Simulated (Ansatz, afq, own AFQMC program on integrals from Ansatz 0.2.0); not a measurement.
AFQMC, coupled cluster and functionals along a coordinate of GeNH3, triplet

```xyz
5

Ge    0.0000    0.0444    0.3304
N     0.0000   -0.1595   -1.5058
H     0.0000   -1.3184    1.0907
H     0.8260    0.1677   -1.9887
H    -0.8260    0.1677   -1.9887
```

The Ge1–N2 distance is changed with both sides rigid. Energies in eV count from this geometry (1.847 Å) at the same level; the start stands on UHF, each point on the determinant named.

Basis cc-pVDZ. Noble-gas cores (and the filled d shells of Ga–Kr and In–Xe) are frozen. Integrals, coupled cluster, full CI and functionals: Ansatz 0.2.0; the random walks run on the same integrals in our own AFQMC program. The CISD trial takes its coefficients from CCSD amplitudes. Released means that phaseless walkers are propagated on without the constraint, phases kept. Error bars are statistical, one sigma. No spin–orbit coupling.

Cautions, each for one point or more: higher spins were not checked; inner d shell frozen; lower spins were not checked; no relativity below Rb; no spin-orbit coupling; strong correlation; unrestricted determinant slightly spin contaminated.

```tsv
r(Ge1–N2) / Å	det.	T1	weight	⟨S²⟩	B3LYP	B2PLYP	CCSD(T)
1.481	UHF	0.016	0.90	2.01	3.025	3.031	3.145
2.298	UHF	0.055	0.81	2.06	0.723	0.874	0.856
2.935	UHF	0.015	0.88	2.02	1.589	1.675	1.595
4.055	UHF	0.010	0.89	2.02	1.960	1.995	1.862
6.381	UHF	0.010	0.89	2.02	2.055	2.087	1.949
```

Question: Estimate the curve of CCSDT(Q), counted from the same start.

Answer: 
| r(Ge1–N2) / Å | det. | T1 | weight | ⟨S²⟩ | CCSDT(Q) | ph-AFQMC/CISD | released AFQMC |
| --- | --- | --- | --- | --- | --- | --- | --- |
| 1.481 | UHF | 0.016 | 0.90 | 2.01 | 3.154 | 3.124 ± 0.016 | 3.138 ± 0.027 |
| 2.298 | UHF | 0.055 | 0.81 | 2.06 | 0.820 | 0.809 ± 0.017 | 0.822 ± 0.026* |
| 2.935 | UHF | 0.015 | 0.88 | 2.02 | 1.601 | 1.575 ± 0.018 | 1.585 ± 0.029 |
| 4.055 | UHF | 0.010 | 0.89 | 2.02 | 1.875 | 1.842 ± 0.014 | – |
| 6.381 | UHF | 0.010 | 0.89 | 2.02 | 1.963 | 1.957 ± 0.016 | – |

Weight is that of the determinant in the CISD state; at the start T1 is 0.021 and the weight 0.88, and ⟨S²⟩ is 2.01. An asterisk marks released energies that aren't shown to be converged. A dash marks a missing value, a released energy that hasn't settled or a functional that sits on another state. Largest departures from CCSDT(Q), at the points where its series has closed: CCSD(T) 0.036 eV at 2.298 (on UHF), ph-AFQMC/CISD -0.033 eV at 4.055 (on UHF), released AFQMC -0.016 eV at 1.481 (on UHF) (within the noise), B3LYP -0.129 eV at 1.481, B2PLYP 0.124 eV at 6.381. Functionals count only at points shown to share the start's state and spin. In this small basis the wave-function levels are far from their limit, so their gap to the functionals isn't the functionals' error. In total energy ph-AFQMC/CISD lies 38 ± 11 meV above CCSDT(Q) at the start, so its agreement along the curve rests in part on cancellation.

CCSDT and higher add their correlation energy to the determinant of the CCSD(T) run, since their own runs factorise the integrals more tightly (a shift of under 2 meV). A walk keeps the symmetry of its determinant, which the program's search chose and which needn't be the lowest solution, so a lower state of the same spin and another symmetry isn't excluded.
